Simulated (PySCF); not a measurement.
# C4H7Cl: the cost of one run

Computed with PySCF 2.14.0. Level: levels as typed in each script, gas phase, geometry from GFN2-xTB.

### 1 The system as given

SMILES `C/C=C(/C)Cl`, 12 atoms, charge 0, spin multiplicity 1.

Bond lengths: C1–C2 1.490 Å, C1–H6 1.086 Å, C1–H7 1.087 Å, C1–H8 1.092 Å, C2–C3 1.324 Å, C2–H9 1.082 Å, C3–C4 1.492 Å, C3–Cl5 1.742 Å, C4–H10 1.091 Å, C4–H11 1.088 Å, C4–H12 1.087 Å. Angles: C2–C1–H6 111.2°, C2–C1–H7 110.0°, C2–C1–H8 109.9°, H6–C1–H7 109.0°, H6–C1–H8 108.9°, H7–C1–H8 107.7°, C1–C2–C3 126.9°, C1–C2–H9 115.7°, C3–C2–H9 117.5°, C2–C3–C4 125.9°, C2–C3–Cl5 121.1°, C4–C3–Cl5 113.0°, C3–C4–H10 110.2°, C3–C4–H11 110.3°, C3–C4–H12 110.3°, H10–C4–H11 107.8°, H10–C4–H12 109.1°, H11–C4–H12 109.1°.

Coordinates:

```
C    -2.1908    0.0520    0.0007
C    -0.9884   -0.8287    0.0003
C     0.2784   -0.4431    0.0001
C     1.4671   -1.3451    0.0003
Cl    0.7050    1.2462    0.0000
H    -1.9101    1.1010    0.0034
H    -2.8019   -0.1531    0.8759
H    -2.7997   -0.1488   -0.8836
H    -1.1862   -1.8922   -0.0001
H     2.0826   -1.1572   -0.8804
H     2.0804   -1.1615    0.8799
H     1.1517   -2.3849   -0.0024
```

### 2 Removing and adding an electron (PBE0/6-311+g**)

The input, input.py:

```python
import numpy as np
from pyscf import gto, scf, dft
from pyscf.scf import atom_ks, atom_hf
from scipy.linalg import block_diag

def solve(mol, dm0=None, hcore=None):
    mf = (dft.UKS if mol.spin else dft.RKS)(mol, xc='pbe0')
    mf.grids.level = 3
    mf = mf.density_fit(auxbasis='def2-universal-jkfit')
    mf.conv_tol, mf.max_cycle = 1e-8, 80
    if hcore is not None:
        mf.get_hcore = lambda *args: hcore
    mf.kernel(dm0)
    if not mf.converged:
        mf = mf.newton().run(mf.mo_coeff, mf.mo_occ, max_cycle=30)
    assert mf.converged, 'SCF not converged'
    return mf

mol = gto.M(atom='''
C     -2.19081     0.05205     0.00066
C     -0.98836    -0.82866     0.00026
C      0.27837    -0.44309     0.00005
C      1.46710    -1.34507     0.00031
Cl     0.70502     1.24619    -0.00001
H     -1.91006     1.10100     0.00336
H     -2.80188    -0.15306     0.87591
H     -2.79972    -0.14883    -0.88364
H     -1.18619    -1.89218    -0.00013
H      2.08257    -1.15722    -0.88043
H      2.08041    -1.16145     0.87986
H      1.15170    -2.38492    -0.00239
''', basis='6-311+g**', charge=0, spin=0, verbose=4)
mf = solve(mol)
out = dict(e0=mf.e_tot, dm0=mf.make_rdm1(), c=mf.mo_coeff, occ=mf.mo_occ, eps=mf.mo_energy)
for name, dq, spin in [('cation', 1, 1), ('anion', -1, 1)]:
    ion = mol.copy().set(charge=mol.charge + dq, spin=spin).build()
    mi = solve(ion)
    if spin and dq > 0 and mol.nao < 130:
        c, _, stable, _ = mi.stability(return_status=True)
        if not stable:
            mi = solve(ion, mi.make_rdm1(c, mi.mo_occ))
    print(name, 'vertical energy change / eV', (mi.e_tot - mf.e_tot) * 27.211386)
    out.update({'e_' + name: mi.e_tot, 'dm_' + name: mi.make_rdm1(), 's2_' + name: mi.spin_square()[0], 'eps_' + name: mi.mo_energy, 'occ_' + name: mi.mo_occ})
# spherically averaged free atoms, for the promolecule
atm = atom_ks.get_atm_nrks(mol, xc='pbe0')
pro = block_diag(*[(atm[a[0]][2] * atm[a[0]][3]) @ atm[a[0]][2].T for a in mol._atom])
np.savez('result.npz', pro=pro, **out)
```

Command:

```console
$ OMP_NUM_THREADS=1 python input.py
```

Q: Estimate wall time and peak memory on 1 thread of AMD EPYC 7R43 (Zen 3), shared host.

About 70 s, with a peak of 0.75 GiB.
